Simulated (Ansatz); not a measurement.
[OH···H···GeH3], doublet along the distance O1-H3

Starting geometry:

```xyz
7

O    -2.2762   -0.0100    0.0000
H    -2.5255    0.9166    0.0000
H    -1.3167   -0.0100    0.0000
Ge    0.5138   -0.0100    0.0000
H     0.9824   -1.4759    0.0000
H     0.9824    0.7230   -1.2695
H     0.9824    0.7230    1.2695
```

From there H3 is moved from one fragment to the other while all else, the fragments' distance too, stays fixed; atoms are numbered as listed. Energies are in kcal/mol, counted from the starting geometry at the same level.

Basis cc-pVDZ; Ansatz 0.2.0. Only valence electrons are correlated (noble-gas cores and the filled d shells of p-block atoms frozen). R marks a restricted (for open shells ROHF) determinant, U an unrestricted one. No spin–orbit coupling is included, and no scalar relativity.

Full CI isn't at hand for all of this; UCCSDT(Q) serves as the reference, and is uncertain by about the last step of the cluster series.

| distance O1-H3 (Å) | UHF |
| --- | --- |
| 0.960 | 0.0 |
| 1.002 | 1.9 |
| 1.088 | 8.5 |
| 1.174 | 14.6 |
| 1.260 | 18.2 |

Problem. Estimate the UCCSDT(Q) curve in cc-pVDZ from this one, knowing how UHF errs.

Solution. The computed UCCSDT(Q) values, in kcal/mol from the starting point, and the error of UHF against them:
```csv
distance O1-H3 (Å),UCCSDT(Q),UHF less UCCSDT(Q)
0.960,0.0,0.0
1.002,0.8,1.2
1.088,5.8,2.7
1.174,12.5,2.1
1.260,19.1,-0.9
```

The error spans 3.6 kcal/mol and is largest, 2.7 kcal/mol, at 1.088 Å.
